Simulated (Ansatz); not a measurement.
# HO2S: the cost of one run

Method: RKS B3LYP-D4/def2-SVP, in Ansatz 0.2.0.

### 1 The starting structure

Bond lengths: O1–S2 1.532 Å, S2–O3 1.785 Å, O3–H4 0.959 Å. Angles: O1–S2–O3 107.9°, S2–O3–H4 103.9°.

As a file:

```xyz
4

O    -1.3679    0.8487   -0.3833
S    -0.5171    0.3039    0.7679
O     0.6599   -0.8494    0.0826
H     1.2251   -0.3032   -0.4672
```

### 2 Relaxing end A

The input, input.yaml:

```yaml
crystal:
  periodic: [false, false, false]
  atoms:
    - { symbol: O, position_ang: [-1.36794, 0.84873, -0.38334] }
    - { symbol: S, position_ang: [-0.51712, 0.30388, 0.76793] }
    - { symbol: O, position_ang: [0.6599, -0.84941, 0.0826] }
    - { symbol: H, position_ang: [1.22515, -0.3032, -0.46719] }
total_charge: -1
basis:
  gaussian: { orbitals: def2-SVP }
hamiltonian:
  xc: b3lyp
  dispersion: d4
relax:
  f_tol: 0.02
  max_steps: 50
```

The run is started by

```sh
$ ansatz run input.yaml --threads 1 --pin off --max-ram 2048MiB --backend cpu --events-out ev --progress --plain --runs-dir out
```

Q: Estimate wall time and peak memory on 1 thread of Arm Neoverse V2, shared host.

About 5.4 s, with a peak of 0.1 GiB.
